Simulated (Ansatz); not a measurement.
**CHAlN (doublet): wave-function methods side by side, cc-pVDZ**

The task here is to estimate one member of a computed series from the others.

Program: Ansatz 0.2.0, Gaussian basis. Level of theory: cc-pVDZ, core rule «outside noble gas», up to 7 orbitals frozen. These are calculated values, not measurements.

To be run: UHF; CCSD(T) on ROHF; CCSD(T) on UHF; BCCD(T) on ROHF; CISD as a restricted active space (open shells left free, so some higher excitations enter); CCSDT(Q) on ROHF; CCSDT(Q) on UHF; CASSCF and MRCISD+Q, 9 electrons in 9 orbitals; CASSCF and NEVPT2, 9 electrons in 9 orbitals.

17 further runs of the same task are left out: 3 that didn't finish, 14 set aside as unsound or not needed. Runs told in other sessions of the task aren't counted.

## What is computed

The geometry is a PBE0/def2-TZVP stationary point (not a proven minimum).

4 atoms, charge 0, spin multiplicity 2.

Atoms are counted from 1 here; the program's logs count them from 0.

Bond lengths: Al1–C2 2.001 Å, C2–N3 1.208 Å, N3–H4 1.022 Å. Angles: Al1–C2–N3 172.8°, C2–N3–H4 124.4°.

Set-up of the first run:

in.yaml

```yaml
crystal:
  periodic: [false, false, false]
  atoms:
    - {symbol: Al, position_ang: [-0.000010, -0.130819, 2.269156]}
    - {symbol: C, position_ang: [0.000100, -0.117705, 0.267760]}
    - {symbol: N, position_ang: [-0.000031, -0.260415, -0.931731]}
    - {symbol: H, position_ang: [-0.000059, 0.508939, -1.605185]}
basis:
  gaussian: {orbitals: cc-pVDZ}
magnetization: {spin_polarized: true, initial_magnetization: 1}
hamiltonian: {xc: hf}
output: {orbitals: {seedname: orbitals}}
```

Run with:

```sh
$ ansatz run in.yaml --threads 1 --pin off --events-out ev --progress --plain --max-ram 2393MiB
```

Steps of the session up to this table: UHF; CCSD(T) on ROHF; CCSD(T) on UHF; BCCD(T) on ROHF; CISD as a restricted active space (open shells left free, so some higher excitations enter); CCSDT(Q) on ROHF; CCSDT(Q) on UHF; CASSCF and MRCISD+Q, 9 electrons in 9 orbitals; CASSCF and NEVPT2, 9 electrons in 9 orbitals.

One of the session's tables, all rows but one given; the rest of the session is left out.

It belongs to the step «Misses and costs». 

| method | from UCCSDT(Q) (kJ/mol) |
| --- | --- |
| ROHF | +958.4 |
| UHF | +949.7 |
| RMP2 | +115.1 |
| UMP2 | +121.6 |
| CISD | +143.7 |
| RCCSD | +44.4 |
| UCCSD | +44.0 |
| RCCSD(T) | +6.4 |
| UCCSD(T) | +6.6 |
| BCCD(T) | +6.2 |
| RCCSDT | +3.7 |
| UCCSDT | +3.6 |
| RCCSDT(Q) | +0.4 |
| UCCSDT(Q) | 0 |
| CASSCF frontier | +621.2 |
| MRCISD frontier | ? |
| MRCISD+Q frontier | +10.4 |

**Question.** Estimate the row for MRCISD frontier.

**Answer.** from UCCSDT(Q) (kJ/mol): +68.9. In the column «from UCCSDT(Q) (kJ/mol)» it lies between RCCSD (+44.4) and RMP2 (+115.1).

Not comparable, so not listed: CASSCF and NEVPT2, 9 electrons in 9 orbitals (they don't share determinant, frozen orbitals or solution with the rows shown, or repeat one).

Caveats from the session: Restricted and unrestricted rows rest on different reference determinants; a gap between their highest levels can come from leftover correlation error, from unlike frozen cores or from another state. Warnings in the runs' records: passed over end.
